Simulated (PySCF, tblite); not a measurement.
# A complex of water and 3 × hydrogen fluoride

A gas-phase complex of water and 3 × hydrogen fluoride; neutral, singlet. The structure comes from a short search (6 tight-binding starts) and was relaxed by PBE0-D3(BJ)/def2-SVPD; another way of binding may lie lower. Frequencies by PBE0-D3(BJ)/def2-SVPD show no clear imaginary mode.

Parts: 1 = water (O), atoms 1–3; 2 = hydrogen fluoride (F), atoms 4–5; 3 = hydrogen fluoride (F), atoms 6–7; 4 = hydrogen fluoride (F), atoms 8–9.

```xyz
9

O     0.417   -0.808   -0.804
H     1.383   -0.762   -0.655
H    -0.014   -0.562    0.020
F     0.147   -3.061   -1.658
H     0.158   -2.127   -1.310
F     2.522   -3.588   -1.494
H     1.567   -3.501   -1.609
F     3.031   -1.307   -0.623
H     2.985   -2.202   -0.947
```
Atom numbers follow the order of the file, from 1.

Contacts between parts, classed by geometry: H5···O1 1.436 Å (hydrogen bond, 170°); H7···F4 1.488 Å (hydrogen bond, 167°); H9···F6 1.560 Å (hydrogen bond, 165°); H2···F8 1.736 Å (hydrogen bond, 158°).

Deforming the relaxed parts to their shape here costs 5.1 kcal/mol, which the interaction energies leave out.

Interaction energies are complex less parts, with the parts frozen as they stand in it; counterpoise-corrected, in kcal/mol (PySCF).

Task: Give the interaction energy at each level run.

Result: 
```
                  level  interaction  superposition error removed
wB97M-D3(BJ)/def2-TZVPD       -36.16                        -0.36
 PBE0-D3(BJ)/def2-TZVPD       -39.71                        -0.35
```

Task: What holds them together? Decompose the wB97M-D3(BJ)/def2-TZVPD energy: frozen parts, their antisymmetrised product, then relaxation.

Result: electrostatic -64.9, Pauli repulsion +84.1, orbital relaxation -53.0, dispersion correction -2.6 kcal/mol, which sum to the value before the counterpoise correction; the Pauli term holds the exchange-correlation of the frozen density too. Of the attraction, 54 % is electrostatic, 44 % is orbital relaxation, 2 % is dispersion correction.

The parts were also relaxed and run alone, at the levels used for the complex: vibrations by PBE0-D3(BJ)/def2-SVPD; shieldings by PBE0/pcSseg-2; core levels by delta-SCF with SCAN, pcX-2 on the ionised atom and pcseg-1 elsewhere, spin-free X2C.

Values alone: F4–H5 bond (Å): 0.920; stretch carried by H5 (cm⁻¹, harmonic): 4151; its infrared intensity (km/mol): 127; shielding of H5 (ppm): 29.19; shielding of O1 (ppm): 328.9; shielding of H7 (ppm): 29.19; shielding of F4 (ppm): 410.9; O1 1s core level (eV): 539.76; F4 1s core level (eV): 694.12; F6 1s core level (eV): 694.12.

Task: What does binding change?

Result: 
| property | alone | in the complex | change |
| --- | --- | --- | --- |
| F4–H5 bond (Å) | 0.920 | 0.997 | +0.076 |
| stretch carried by H5 (cm⁻¹, harmonic) | 4151 | 2624 | -1527 |
| its infrared intensity (km/mol) | 127 | 1793 |  |
| shielding of H5 (ppm) | 29.19 | 17.16 | -12.03 |
| shielding of O1 (ppm) | 328.9 | 301.7 | -27.1 |
| shielding of H7 (ppm) | 29.19 | 20.38 | -8.81 |
| shielding of F4 (ppm) | 410.9 | 355.3 | -55.5 |
| O1 1s core level (eV) | 539.76 | 541.02 | +1.26 |
| F4 1s core level (eV) | 694.12 | 693.14 | -0.97 |
| F6 1s core level (eV) | 694.12 | 693.53 | -0.59 |

Density functionals tend to overstate the lengthening and the red shift of so strongly bound an X–H bond.

Task: What are the binding energy from relaxed parts (wB97M-D3(BJ)/def2-TZVPD), and ΔH and ΔG of association at 298.15 K and 1 atm?

Result: -31.11 kcal/mol, -23.56 with zero-point energy; ΔH -27.1 and ΔG -0.8 kcal/mol, from harmonic vibrations by PBE0-D3(BJ)/def2-SVPD with low modes damped.
